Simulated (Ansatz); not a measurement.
# BH₃F (doublet): wave-function methods side by side at distance B1–H4 along a hydrogen transfer = 1.240 Å, cc-pVDZ

The task here is to estimate one member of a computed series from the others.

Computed with Ansatz 0.2.0, Gaussian basis. Level: cc-pVDZ, core rule «outside noble gas», up to 2 orbitals frozen.

To be run: UHF; CCSD(T) on ROHF; CCSD(T) on UHF; BCCD(T) on ROHF; CISD; CCSDT(Q) on ROHF; CCSDT(Q) on UHF; CASSCF and MRCISD+Q, 3 electrons in 3 orbitals; CASSCF and NEVPT2, 3 electrons in 3 orbitals.

14 further runs of the same task are left out: 9 for a known fault of the program, 4 that didn't finish, 1 set aside as unsound or not needed.

## The system

The geometry derives from fragments relaxed apart (PBE0/def2-TZVP) and kept rigid, so it is no stationary point. A hydrogen atom is moved between rigid fragments.

5 atoms, charge 0, spin multiplicity 2.

Atoms are counted from 1 here; the program's logs count them from 0.

Bond lengths: B1–H2 1.193 Å, B1–H3 1.193 Å, B1–H4 1.240 Å, H4–F5 1.178 Å. Angles: H2–B1–H3 120.0°, H2–B1–H4 120.0°, H3–B1–H4 120.0°, B1–H4–F5 180.0°.

Set-up of the first run:

in.yaml reads:

```yaml
crystal:
  periodic: [false, false, false]
  atoms:
    - {symbol: B, position_ang: [-1.400564, 0.000000, 0.000000]}
    - {symbol: H, position_ang: [-1.997298, 1.033571, 0.000000]}
    - {symbol: H, position_ang: [-1.997298, -1.033571, 0.000000]}
    - {symbol: H, position_ang: [-0.160564, 0.000000, 0.000000]}
    - {symbol: F, position_ang: [1.017436, 0.000000, 0.000000]}
basis:
  gaussian: {orbitals: cc-pVDZ}
magnetization: {spin_polarized: true, initial_magnetization: 1}
hamiltonian: {xc: hf}
output: {orbitals: {seedname: orbitals}}
```

Command:

```console
> ansatz run in.yaml --threads 1 --pin off --events-out ev --progress --plain --max-ram 2393MiB
```

Among the steps run: UHF; CCSD(T) on ROHF; CCSD(T) on UHF; BCCD(T) on ROHF; CISD; CCSDT(Q) on ROHF; CCSDT(Q) on UHF; CASSCF and MRCISD+Q, 3 electrons in 3 orbitals; CASSCF and NEVPT2, 3 electrons in 3 orbitals.

One of the session's tables, all rows but one given; the rest of the session is left out.

| method | from UCCSDT(Q) (kcal/mol) |
| --- | --- |
| ROHF | +200.56 |
| UHF | +193.15 |
| RMP2 | +19.92 |
| UMP2 | +23.29 |
| CISD | +17.81 |
| RCCSD | +3.91 |
| UCCSD | +3.64 |
| RCCSD(T) | +0.82 |
| UCCSD(T) | +0.81 |
| BCCD(T) | +0.80 |
| RCCSDT | +0.38 |
| UCCSDT | +0.35 |
| RCCSDT(Q) | ? |
| UCCSDT(Q) | 0 |
| CASSCF pair | +182.69 |
| NEVPT2 pair | +20.75 |
| MRCISD pair | +15.29 |
| MRCISD+Q pair | +2.29 |

Estimate the missing values for RCCSDT(Q).

As computed: from UCCSDT(Q) (kcal/mol): +0.01. In the column «from UCCSDT(Q) (kcal/mol)» it lies between UCCSDT(Q) (0) and UCCSDT (+0.35).

Among the levels timed on like hardware and quicker than the yardstick, those that no quicker one beats, quickest first: NEVPT2 pair (0.54 s, +20.75 kcal/mol); MRCISD+Q pair (0.75 s, +2.29 kcal/mol); RCCSD(T) (2.2 s, +0.82 kcal/mol); UCCSD(T) (2.2 s, +0.81 kcal/mol); BCCD(T) (2.4 s, +0.80 kcal/mol).

Caveats from the session: Of the multireference levels listed MRCISD+Q pair comes nearest in total energy (+2.29 kcal/mol), which doesn't show that its space is the better one. Restricted and unrestricted rows rest on different reference determinants; where their highest levels disagree by more than a few hundredths of an eV, they describe different states and don't form one ladder.
